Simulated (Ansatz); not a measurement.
C3H4O2S (`C=C(O)OC=S`). The species carries charge 0 and has multiplicity 1. All single points use the PBE0-D4/def2-TZVP geometry. It is one conformer, not always the lowest.

```xyz
10

C    -0.917   -1.468    0.205
C    -0.145   -0.433   -0.102
O     0.705   -0.328   -1.136
O    -0.175    0.677    0.682
C     0.579    1.755    0.426
S     0.539    3.063    1.357
H    -0.912   -2.363   -0.402
H    -1.557   -1.419    1.072
H     0.675   -1.143   -1.646
H     1.207    1.659   -0.456
```

**Question.** What is the dipole moment at ωB97M-V/def2-TZVPP? (Estimate.)

**Answer.** The calculation gave: 4.33 D, with components (0.30, -3.40, -2.67) D in this frame, pointing from negative to positive charge.

**Question.** And with PBE, r2SCAN, B3LYP? (Best estimate.)

**Answer.** Computed: PBE 4.50 D, r2SCAN 4.61 D, B3LYP 4.47 D.

**Question.** Give the Mulliken charges with ωB97M-V, r2SCAN, B3LYP in def2-TZVPP. (An estimate is asked.)

**Answer.** Ansatz gave: 
```json
{"atom": "C1", "ωB97M-V": "-0.27", "r2SCAN": "-0.28", "B3LYP": "-0.29"}
{"atom": "C2", "ωB97M-V": "0.33", "r2SCAN": "0.36", "B3LYP": "0.34"}
{"atom": "O3", "ωB97M-V": "-0.28", "r2SCAN": "-0.30", "B3LYP": "-0.28"}
{"atom": "O4", "ωB97M-V": "-0.17", "r2SCAN": "-0.16", "B3LYP": "-0.17"}
{"atom": "C5", "ωB97M-V": "0.02", "r2SCAN": "0.07", "B3LYP": "0.07"}
{"atom": "S6", "ωB97M-V": "-0.16", "r2SCAN": "-0.21", "B3LYP": "-0.21"}
{"atom": "H7", "ωB97M-V": "0.08", "r2SCAN": "0.07", "B3LYP": "0.08"}
{"atom": "H8", "ωB97M-V": "0.11", "r2SCAN": "0.10", "B3LYP": "0.12"}
{"atom": "H9", "ωB97M-V": "0.20", "r2SCAN": "0.22", "B3LYP": "0.21"}
{"atom": "H10", "ωB97M-V": "0.15", "r2SCAN": "0.13", "B3LYP": "0.14"}
```

B3LYP here is the variant with VWN-RPA as its local correlation; programs differ in this.
